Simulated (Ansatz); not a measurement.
Litharge PbO

Calculation: LDA (PAW; Ansatz, a program for electronic structure).

Settings: plane-wave cutoff 520 eV, 8×8×8 k mesh, Fermi–Dirac smearing 0.01 eV, scalar-relativistic PAW data made under PBE.

Cell (relaxed at this level):

```xyz
4
Lattice="3.9436 0.0000 0.0000 0.0000 3.9436 0.0000 0.0000 0.0000 4.8936" Properties=species:S:1:pos:R:3 pbc="T T T"
Pb     1.9718     0.0000     3.7155
Pb     0.0000     1.9718     1.1781
O      1.9718     1.9718     0.0000
O      0.0000     0.0000     0.0000
```

```yaml
bulk_modulus: 24.4 GPa
band_gap: 1.05 eV
smallest_direct_gap_on_the_k_points_sampled: 2.19 eV
"Γ–Γ gap": 2.50 eV
```

Measured, for comparison: bulk modulus 23.1 GPa (temperature not stated, not corrected to a static lattice; as tabulated in Canepa et al. (2012), arXiv:1204.2842). Computed (rounded) less measured: bulk modulus +6 % (against room or unstated temperature, where such soft solids are markedly softer). A static lattice is as a rule a little smaller and stiffer than an uncorrected measurement, which narrows the difference in the bulk modulus and would widen misses of the other sign.

Note: the bulk modulus comes from volumes at which shape and atoms were relaxed.

Spin–orbit coupling is not included; with these elements it can move the gap by several tenths of an eV or more.

Static lattice: no zero-point or thermal effects.

It cost very roughly 5 core-minutes of CPU time.
